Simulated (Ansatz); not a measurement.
# Multireference treatment of HNO, singlet

Calculated in Ansatz's Gaussian-basis code. Basis cc-pVDZ, nonrelativistic, 2 orbitals frozen in the corrections. State-specific CASSCF; RHF is the lowest restricted (open-shell) Hartree–Fock solution met. No symmetry is imposed, so a solution can break that of the shape. Lower solutions, or ones in other orbitals, may exist.

Geometry:

```tsv
atom	x (Å)	y (Å)	z (Å)
N	0.0000	0.3932	-0.3555
H	0.0000	1.1982	0.2123
O	0.0000	-0.4938	0.2845
```

**Question.** What do CASSCF and its corrections give against RHF in CAS(12,9), and what are the occupations?

**Answer.** CASSCF -3.094 eV, SC-NEVPT2 -8.509 eV; occupations 2.00, 2.00, 1.99, 1.98, 1.98, 1.94, 0.07, 0.02, 0.02.
